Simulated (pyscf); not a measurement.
ethane (H₃C–CH₃) + ZnH₂ -> H₃C–CH₂–ZnH + hydrogen (H₂) (four-centre exchange; singlet surface; C–H, H–Zn broken, C–Zn, H–H formed). Optimised with ωB97X-D3(BJ)/def2-SVP in PySCF. Energies in eV from the separated reactants.

```csv
level,barrier,reaction energy
PBE/def2-TZVP,2.05,+0.51
r²SCAN/def2-TZVP,2.04,+0.52
B3LYP-D3(BJ)/def2-TZVP,___,+0.55
PBE0-D3(BJ)/def2-TZVP,2.10,+0.55
ωB97M-D3(BJ)/def2-TZVP,___,___
HF/def2-TZVP,3.08,+0.88
```

Question: Fill in the missing entries.

Answer: 
- B3LYP-D3(BJ)/def2-TZVP, barrier: 2.28
- ωB97M-D3(BJ)/def2-TZVP, barrier: 2.30
- ωB97M-D3(BJ)/def2-TZVP, reaction energy: +0.59

The functionals in the table span 0.26 eV in this barrier, from r²SCAN to ωB97M-D3(BJ)/def2-TZVP. At the saddle there is also a short H–Zn contact that neither side keeps. This is the saddle that the search found; another between the same sides may lie lower. Elements up to Kr have no core potential and no relativistic terms here.
